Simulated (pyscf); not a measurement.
`[PH3]` + `[InH3]` → `[PH3]` + `[InH3]` (four-centre exchange; singlet surface; H–P, H–In broken, H–P, H–In formed). Single points on ωB97X-D3(BJ)/def2-SVP structures (PySCF, gas phase). Correlated levels are frozen-core, on RHF or UHF. ΔMP2 is the change of the MP2 total energy from the triple- to the quadruple-zeta basis. Energies in kcal/mol from the separated reactants.

| level | barrier | reaction energy |
|---|---|---|
| ωB97X-D3(BJ)/def2-TZVP | 36.3 | 0.0 |
| r²SCAN/def2-TZVP | (withheld) | 0.0 |
| PBE0-D3(BJ)/def2-TZVP | 34.2 | 0.0 |
| M06-2X/def2-TZVP | 37.6 | 0.0 |
| HF/def2-TZVP | 57.4 | 0.0 |
| MP2/def2-QZVPP | 37.4 | 0.0 |
| CCSD(T)/def2-TZVPP + ΔMP2(QZVPP) | (withheld) | 0.0 |

Question: Some entries are withheld; supply them.

Answer: 
- r²SCAN/def2-TZVP, barrier: 33.7
- CCSD(T)/def2-TZVPP + ΔMP2(QZVPP), barrier: 38.1

On the reactant side the descent ends in a complex (not fully relaxed), 5.8 kcal/mol under the separated species and 42.1 kcal/mol under the saddle at ωB97X-D3(BJ)/def2-TZVP. On the product side the descent ends in a complex (not fully relaxed), 5.7 kcal/mol under the separated species and 42.0 kcal/mol under the saddle at ωB97X-D3(BJ)/def2-TZVP. At the saddle there is also a short In–P contact that neither side keeps. This is the saddle that the search found; another between the same sides may lie lower. The CCSD(T) − MP2 part came from Ansatz, without density fitting, on the same reference. The frozen core leaves the outer d or s,p core shells of the metals and heavy elements correlated in the MP2 and CC values, and def2-TZVPP describes them poorly, which can shift differences by a few kcal/mol. Elements past Kr carry the def2 core potentials, without spin-orbit coupling.
